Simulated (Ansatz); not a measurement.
**BH4+ (triplet): trial inputs and their diagnosis at distance B1–H5 = 4.364 Å**

3 inputs are run for BH4+ (triplet) as typed; the log has to tell whether the result can be used and what must change.

Computed with Ansatz 0.2.0, Gaussian basis. Level: the settings change from run to run.

17 further runs of the same task are left out: 12 that didn't finish, 5 set aside as unsound or not needed.

## Step 1: The geometry

The geometry derives from a PBE0/def2-TZVP stationary point (not a proven minimum). One bond is set to the value named and the two fragments are kept rigid.

5 atoms, charge 1, spin multiplicity 3.

Atoms are counted from 1 here; the program's logs count them from 0.

Bond lengths: B1–H2 1.256 Å, B1–H3 1.256 Å, B1–H4 1.256 Å. Angles: H2–B1–H3 65.3°, H2–B1–H4 135.2°, H3–B1–H4 135.2°.

## Step 2: Try 1

File in.yaml:

```yaml
crystal:
  periodic: [false, false, false]
  atoms:
    - {symbol: B, position_ang: [-0.043148, 0.043289, 0.093483]}
    - {symbol: H, position_ang: [0.206885, 0.300636, 0.653008]}
    - {symbol: H, position_ang: [-0.300228, -0.205903, 0.653506]}
    - {symbol: H, position_ang: [-0.292885, 0.292755, -0.469732]}
    - {symbol: H, position_ang: [0.849030, -0.851801, -1.839466]}
basis:
  gaussian: {orbitals: cc-pVDZ}
total_charge: 1
magnetization: {spin_polarized: false, initial_magnetization: 2}
correlation: {method: fic_mrcisd_q_relaxed, electrons: outside_noble_gas, active_space: {window: {electrons: 4, orbitals: 6}}}
```

Launch:

```console
> ansatz run in.yaml --threads 1 --pin off --events-out ev --progress --plain --max-ram 2393MiB
```

The program printed, cut to the lines that bear on the results:

```text
Functional definition: HF
  name "HF"
  cite "Fock, Z. Phys. 61, 126 (1930) doi:10.1007/BF01340294"
  parent pbe
[...]
301 factors; integrals over basis functions are off by at most 1.2e-3 eV
[...]
mean field -687.53433262 eV, -25.2664206962 hartree, gradient 1.1e-6 eV, S^2 2.000000; 1 other end points of the search recorded, 0 dependent functions left out
reference -687.53433262 eV, -25.2664206962 hartree; 5, 3 occupied and 29, 31 virtual orbitals, 301 factors
state -688.23896062 eV, -25.2923152976 hartree
contracted CI cycle   1: correlation 0.00000000 eV, 0.0000000000 hartree, residual 1.29e1 eV
contracted CI cycle   2: correlation -1.61235937 eV, -0.0592531138 hartree, residual 2.62e0 eV
contracted CI cycle   3: correlation -1.68613942 eV, -0.0619644807 hartree, residual 9.50e-1 eV
contracted CI cycle   4: correlation -1.69758775 eV, -0.0623851991 hartree, residual 4.02e-1 eV
contracted CI cycle   5: correlation -1.70071840 eV, -0.0625002483 hartree, residual 2.74e-1 eV
contracted CI cycle   6: correlation -1.70214168 eV, -0.0625525529 hartree, residual 1.87e-1 eV
contracted CI cycle   7: correlation -1.70263060 eV, -0.0625705204 hartree, residual 9.53e-2 eV
contracted CI cycle   8: correlation -1.70273654 eV, -0.0625744136 hartree, residual 3.95e-2 eV
contracted CI cycle   9: correlation -1.70275354 eV, -0.0625750383 hartree, residual 1.51e-2 eV
contracted CI cycle  10: correlation -1.70275630 eV, -0.0625751397 hartree, residual 6.41e-3 eV
contracted CI cycle  11: correlation -1.70275685 eV, -0.0625751603 hartree, residual 3.03e-3 eV
contracted CI cycle  12: correlation -1.70275699 eV, -0.0625751650 hartree, residual 1.38e-3 eV
contracted CI cycle  13: correlation -1.70275701 eV, -0.0625751659 hartree, residual 5.85e-4 eV
state -688.23896062 eV, -25.2923152976 hartree; corrected -689.98234242 eV, -25.3563833970 hartree
Total energy: -689.98234242 eV, -25.3563833970 hartree
```

Run time: 1.1 s. Hardware: 1 thread of Arm Neoverse V1, shared host.

What is wrong: The run converged, which proves nothing about the input. The coordinates are scaled by the bohr-ångström factor. The shortest distance is 0.66 Å, against 1.26 Å in the geometry of step 1. Its energy belongs to another geometry. Fix: restore the coordinates in ångström.

## Step 3: Try 2

File in.yaml:

```yaml
crystal:
  periodic: [false, false, false]
  atoms:
    - {symbol: B, position_ang: [-0.081535, 0.081801, 0.176650]}
    - {symbol: H, position_ang: [0.390940, 0.568096, 1.233954]}
    - {symbol: H, position_ang: [-0.567325, -0.389083, 1.234895]}
    - {symbol: H, position_ang: [-0.553448, 0.553203, -0.887627]}
    - {symbol: H, position_ang: [1.604365, -1.609602, -3.475937]}
basis:
  gaussian: {orbitals: cc-pVDZ}
total_charge: 1
magnetization: {spin_polarized: false, initial_magnetization: 2}
correlation: {active_space: {ras: {orbitals: [2, 2, 29], electrons: 3, max_holes: 2, max_particles: 2}, fixed_orbitals: true}}
accuracy: high
scf: {lower_state_search: light}
```

Same command.

The program printed:

```text
Functional definition: HF
  name "HF"
  cite "Fock, Z. Phys. 61, 126 (1930) doi:10.1007/BF01340294"
  parent pbe
  exchange = exact_x
  correlation = 0
676 factors; integrals over basis functions are off by at most 2.8e-9 eV
mean field evaluation 1: about -713.4420 eV, gradient 1.4e1 eV
mean field evaluation 2: about -713.4431 eV, gradient 1.4e1 eV
mean field evaluation 4: about -719.7541 eV, gradient 6.9e0 eV
mean field evaluation 8: about -719.9897 eV, gradient 5.1e-2 eV
mean field evaluation 16: about -715.7047 eV, gradient 2.0e0 eV
mean field -719.98958724 eV, -26.4591293045 hartree, gradient 2.2e-8 eV, S^2 2.000000; 0 other end points of the search recorded, 0 dependent functions left out
reference -719.98958724 eV, -26.4591293045 hartree; 5, 3 occupied and 29, 31 virtual orbitals, 676 factors
Error: 3 electrons in 33 orbitals form no window around the highest filled level of the reference
```

Run time: 0.18 s. Hardware: 1 thread of Arm Neoverse V1, shared host.

What is wrong: The run stopped with an error. The electron count of the restricted space is wrong. To mend it, count the correlated electrons again.

## Step 4: Try 3

File in.yaml:

```yaml
crystal:
  periodic: [false, false, false]
  atoms:
    - {symbol: B, position_ang: [-0.081535, 0.081801, 0.176650]}
    - {symbol: H, position_ang: [0.390940, 0.568096, 1.233954]}
    - {symbol: H, position_ang: [-0.567325, -0.389083, 1.234895]}
    - {symbol: H, position_ang: [-0.553448, 0.553203, -0.887627]}
    - {symbol: H, position_ang: [1.604365, -1.609602, -3.475937]}
basis:
  gaussian: {orbitals: STO-3G}
total_charge: 1
magnetization: {spin_polarized: false, initial_magnetization: 2}
correlation: {active_space: {ras: {orbitals: [2, 2, 4], electrons: 3, max_holes: 2, max_particles: 2}, fixed_orbitals: true}}
accuracy: high
output: {forces: true}
```

The command is unchanged.

The program printed:

```text
Functional definition: HF
  name "HF"
  cite "Fock, Z. Phys. 61, 126 (1930) doi:10.1007/BF01340294"
  parent pbe
  exchange = exact_x
  correlation = 0
122 factors; integrals over basis functions are off by at most 9.4e-9 eV
mean field evaluation 1: about -709.9309 eV, gradient 9.1e0 eV
mean field evaluation 2: about -709.9288 eV, gradient 9.1e0 eV
mean field evaluation 4: about -710.2180 eV, gradient 3.4e0 eV
mean field evaluation 8: about -710.2446 eV, gradient 1.8e0 eV
mean field evaluation 16: about -710.3494 eV, gradient 3.7e-6 eV
mean field -710.34937499 eV, -26.1048580388 hartree, gradient 2.4e-8 eV, S^2 2.000000; 0 other end points of the search recorded, 0 dependent functions left out
reference -710.34937499 eV, -26.1048580388 hartree; 5, 3 occupied and 4, 6 virtual orbitals, 122 factors
Error: 3 electrons in 8 orbitals form no window around the highest filled level of the reference
```

It took 0.06 s on 1 thread of Arm Neoverse V1, shared host.

**Diagnosis.** The run stopped with an error. The electron count of the restricted space is wrong. Cure: count the correlated electrons again.

## Step 5: Summary

```
try                           level                ended                                                   cause    time
  1  MRCISD+Q(relaxed)(4,6)/cc-pVDZ            converged  the coordinates are scaled by the bohr-ångström factor   1.1 s
  2                    CISD/cc-pVDZ  stopped by an error     the electron count of the restricted space is wrong  0.18 s
  3                     CISD/STO-3G  stopped by an error     the electron count of the restricted space is wrong  0.06 s
```

1 converged, 2 stopped by an error. The input that converges on a wrong geometry or spin is the dangerous one: no error points at it, so geometry and ⟨S²⟩ have to be checked.
